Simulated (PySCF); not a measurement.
# HS− (hydrosulfide): M06-2X/6-31G(d) (spherical functions)

Aim: the energy change on altering one bond length of HS− (hydrosulfide) at M06-2X/6-31G* (spherical functions), from 2 runs. The job is set up through a Python script.

Program for the calculation: PySCF 2.14.0.

9 further runs of the same task are left out: 9 set aside as unsound or not needed.

**1. Starting point**

The species is HS− (2 atoms), meant as a singlet with charge -1. SMILES: `[SH-]`. Geometry: relaxed at PBE0-D4/def2-TZVPD.

Bond lengths: S1–H2 1.346 Å.

**2. A single-point energy at M06-2X/6-31G(d) (spherical functions)**

input.xyz

```xyz
2

S      0.574700    -0.187900     0.295500
H     -0.574700     0.187900    -0.295500
```

input.py

```python
# [SH-]
from pyscf import gto, dft

mol = gto.Mole()
mol.atom = 'input.xyz'
mol.max_memory = 1860
mol.spin = 0
mol.verbose = 4
mol.basis = '6-31g*'
mol.charge = -1
mol.build()

myscf = dft.RKS(mol)
myscf.xc = 'm06-2x'
myscf.conv_tol = 1e-10
myscf.grids.level = 5
myscf.kernel()
if not myscf.converged:
    myscf = myscf.newton().run(myscf.mo_coeff, myscf.mo_occ)

e_tot = myscf.e_tot
print('E = %.10f Eh' % e_tot)
```

The run is started by

```
$ OMP_NUM_THREADS=1 python input.py
```

The log of the run:

```text
PySCF version 2.14.0

[INPUT] num. atoms = 2
[INPUT] num. electrons = 18
[INPUT] charge = -1
[INPUT] spin (= nelec alpha-beta = 2S) = 0
[INPUT] symmetry False subgroup None
[INPUT] Mole.unit = angstrom
[INPUT] Symbol           X                Y                Z      unit          X                Y                Z       unit  Magmom
[INPUT]  1 S      0.574700000000  -0.187900000000   0.295500000000 AA    1.086025603788  -0.355079538806   0.558414069809 Bohr   0.0
[INPUT]  2 H     -0.574700000000   0.187900000000  -0.295500000000 AA   -1.086025603788   0.355079538806  -0.558414069809 Bohr   0.0

nuclear repulsion = 6.29052254661568
number of shells = 10
number of NR pGTOs = 55
number of NR cGTOs = 20
basis = 6-31g*
ecp = {}

******** <class 'pyscf.dft.rks.RKS'> ********
method = RKS
initial guess = minao
damping factor = 0
level_shift factor = 0
DIIS = <class 'pyscf.scf.diis.CDIIS'>
diis_start_cycle = 1
diis_space = 8
diis_damp = 0
SCF conv_tol = 1e-10
SCF conv_tol_grad = None
SCF max_cycles = 50
direct_scf = True
direct_scf_tol = 1e-13
XC library pyscf.dft.libxc version 7.0.0
    S. Lehtola, C. Steigemann, M. J.T. Oliveira, and M. A.L. Marques.,  SoftwareX 7, 1–5 (2018)
XC functionals = m06-2x
    Y. Zhao and D. G. Truhlar.,  Theor. Chem. Acc. 120, 215 (2008)
    Y. Zhao and D. G. Truhlar.,  Theor. Chem. Acc. 120, 215 (2008)
radial grids:
    Treutler-Ahlrichs [JCP 102, 346 (1995); DOI:10.1063/1.469408] (M4) radial grids

becke partition: Becke, JCP 88, 2547 (1988); DOI:10.1063/1.454033
pruning grids: <function nwchem_prune>
grids dens level: 5
symmetrized grids: False
atomic radii adjust function: <function treutler_atomic_radii_adjust>
small_rho_cutoff = 0
Set gradient conv threshold to 1e-05
Initial guess from minao.
tot grids = 66592
init E= -398.557576858957
  HOMO = -0.298071042637523  LUMO = 0.0496359405740421  gap/eV = 9.46159
cycle= 1 E= -398.702049931517  delta_E= -0.144  |g|= 0.38  |ddm|= 1.16
  HOMO = 0.0782839900894811  LUMO = 0.39665191314899  gap/eV = 8.66323
cycle= 2 E= -398.731349529641  delta_E= -0.0293  |g|= 0.285  |ddm|= 1.19
  HOMO = -0.00367556133049163  LUMO = 0.356536684557133  gap/eV = 9.80187
cycle= 3 E= -398.759884905498  delta_E= -0.0285  |g|= 0.00676  |ddm|= 0.491
  HOMO = -0.00514812590591677  LUMO = 0.358302520109945  gap/eV = 9.89000
cycle= 4 E= -398.759900196215  delta_E= -1.53e-05  |g|= 0.0019  |ddm|= 0.013
  HOMO = -0.00550110675296302  LUMO = 0.357947798024321  gap/eV = 9.88995
cycle= 5 E= -398.759901373804  delta_E= -1.18e-06  |g|= 0.000435  |ddm|= 0.00352
  HOMO = -0.00547137388804585  LUMO = 0.357976333346148  gap/eV = 9.88992
cycle= 6 E= -398.759901432981  delta_E= -5.92e-08  |g|= 1.77e-05  |ddm|= 0.000514
  HOMO = -0.0054668439893648  LUMO = 0.357985142833783  gap/eV = 9.89003
cycle= 7 E= -398.759901433175  delta_E= -1.94e-10  |g|= 2.17e-06  |ddm|= 7.21e-05
  HOMO = -0.00546711564689182  LUMO = 0.357984501907167  gap/eV = 9.89002
cycle= 8 E= -398.759901433178  delta_E= -3.13e-12  |g|= 9.8e-08  |ddm|= 9.62e-06
  HOMO = -0.00546711952018573  LUMO = 0.357984502568516  gap/eV = 9.89002
Extra cycle  E= -398.759901433177  delta_E= 5.68e-13  |g|= 5.3e-08  |ddm|= 3.27e-07
converged SCF energy = -398.759901433177
E = -398.7599014332 Eh
```

Wall time 1.8 s (1 thread of Arm Neoverse V1, shared host); peak memory 0.18 GiB.

**3. The distorted shape at the same level**

input.xyz

```xyz
2

S      1.149442    -0.375814     0.591022
H     -0.574700     0.187900    -0.295500
```

input.py

```python
from pyscf import gto, dft

molecule = gto.Mole()
molecule.atom = 'input.xyz'
molecule.verbose = 4
molecule.charge = -1
molecule.spin = 0
molecule.max_memory = 1860
molecule.basis = '6-31g*'
molecule.build()

mf = dft.RKS(molecule, xc='m06-2x')
mf.grids.level = 5
mf.conv_tol = 1e-10
mf.kernel()
if not mf.converged:
    mf = mf.newton().run(mf.mo_coeff, mf.mo_occ)

e_tot = mf.e_tot
print('E = %.10f Eh' % e_tot)
```

The run is started by

```
$ OMP_NUM_THREADS=1 python input.py
```

The log of the run:

```text
PySCF version 2.14.0

[INPUT] num. atoms = 2
[INPUT] num. electrons = 18
[INPUT] charge = -1
[INPUT] spin (= nelec alpha-beta = 2S) = 0
[INPUT] symmetry False subgroup None
[INPUT] Mole.unit = angstrom
[INPUT] Symbol           X                Y                Z      unit          X                Y                Z       unit  Magmom
[INPUT]  1 S      1.149442000000  -0.375814000000   0.591022000000 AA    2.172130576072  -0.710185533777   1.116869713593 Bohr   0.0
[INPUT]  2 H     -0.574700000000   0.187900000000  -0.295500000000 AA   -1.086025603788   0.355079538806  -0.558414069809 Bohr   0.0

nuclear repulsion = 4.19357901569397
number of shells = 10
number of NR pGTOs = 55
number of NR cGTOs = 20
basis = 6-31g*
ecp = {}

******** <class 'pyscf.dft.rks.RKS'> ********
method = RKS
initial guess = minao
damping factor = 0
level_shift factor = 0
DIIS = <class 'pyscf.scf.diis.CDIIS'>
diis_start_cycle = 1
diis_space = 8
diis_damp = 0
SCF conv_tol = 1e-10
SCF conv_tol_grad = None
SCF max_cycles = 50
direct_scf = True
direct_scf_tol = 1e-13
XC library pyscf.dft.libxc version 7.0.0
    S. Lehtola, C. Steigemann, M. J.T. Oliveira, and M. A.L. Marques.,  SoftwareX 7, 1–5 (2018)
XC functionals = m06-2x
    Y. Zhao and D. G. Truhlar.,  Theor. Chem. Acc. 120, 215 (2008)
    Y. Zhao and D. G. Truhlar.,  Theor. Chem. Acc. 120, 215 (2008)
radial grids:
    Treutler-Ahlrichs [JCP 102, 346 (1995); DOI:10.1063/1.469408] (M4) radial grids

becke partition: Becke, JCP 88, 2547 (1988); DOI:10.1063/1.454033
pruning grids: <function nwchem_prune>
grids dens level: 5
symmetrized grids: False
atomic radii adjust function: <function treutler_atomic_radii_adjust>
small_rho_cutoff = 0
Set gradient conv threshold to 1e-05
[... 1 set-up line as earlier in the session ...]
tot grids = 66592
init E= -398.345668078194
  HOMO = -0.287332040918292  LUMO = -0.10586628442276  gap/eV = 4.93793
cycle= 1 E= -398.568794175727  delta_E= -0.223  |g|= 0.48  |ddm|= 1.04
  HOMO = 0.109693818464558  LUMO = 0.239740452027737  gap/eV = 3.53875
cycle= 2 E= -398.557159187881  delta_E= 0.0116  |g|= 0.537  |ddm|= 1.53
  HOMO = -0.0132637286071474  LUMO = 0.192674054721583  gap/eV = 5.60385
cycle= 3 E= -398.68638804612  delta_E= -0.129  |g|= 0.0252  |ddm|= 0.812
  HOMO = -0.0218154091129526  LUMO = 0.197689772399845  gap/eV = 5.97304
cycle= 4 E= -398.686618986056  delta_E= -0.000231  |g|= 0.00731  |ddm|= 0.045
  HOMO = -0.0217751910452317  LUMO = 0.199281633430344  gap/eV = 6.01526
cycle= 5 E= -398.686639751624  delta_E= -2.08e-05  |g|= 0.000884  |ddm|= 0.00898
  HOMO = -0.0219249443961175  LUMO = 0.199125037676132  gap/eV = 6.01508
cycle= 6 E= -398.686640045735  delta_E= -2.94e-07  |g|= 0.000139  |ddm|= 0.0015
  HOMO = -0.0219079564914405  LUMO = 0.199089932839431  gap/eV = 6.01366
cycle= 7 E= -398.686640055148  delta_E= -9.41e-09  |g|= 1.47e-05  |ddm|= 0.000189
  HOMO = -0.021904639384229  LUMO = 0.199095479771431  gap/eV = 6.01372
cycle= 8 E= -398.686640055249  delta_E= -1.02e-10  |g|= 2.14e-06  |ddm|= 3.53e-05
  HOMO = -0.0219043230433757  LUMO = 0.199095597354508  gap/eV = 6.01371
cycle= 9 E= -398.686640055252  delta_E= -2.44e-12  |g|= 8.3e-08  |ddm|= 3.68e-06
  HOMO = -0.0219043454533067  LUMO = 0.199095590925312  gap/eV = 6.01371
Extra cycle  E= -398.686640055252  delta_E= 3.41e-13  |g|= 4.49e-08  |ddm|= 2.23e-07
converged SCF energy = -398.686640055252
E = -398.6866400553 Eh
```

Run time: 1.8 s. Hardware: 1 thread of Arm Neoverse V1, shared host; peak memory 0.18 GiB.

**4. Outcome**

Level: M06-2X/6-31G* (spherical functions).

| quantity | value |
| --- | --- |
| first shape: total energy | -398.75990 Eh |
| first shape: HOMO energy | -0.15 eV |
| first shape: LUMO energy | 9.74 eV |
| first shape: HOMO–LUMO gap (to an unbound level, set by the basis) | 9.89 eV |
| distorted shape: total energy | -398.68664 Eh |
| distorted shape: HOMO energy | -0.60 eV |
| distorted shape: LUMO energy | 5.42 eV |
| distorted shape: HOMO–LUMO gap (to an unbound level, set by the basis) | 6.01 eV |
| energy change with the S1–H2 bond stretched from 1.346 to 2.019 Å | 1.994 eV |

With the S1–H2 bond stretched from 1.346 to 2.019 Å the energy rises by 1.99 eV (192 kJ/mol). The first shape isn't relaxed at this level, so the change isn't measured from a minimum.
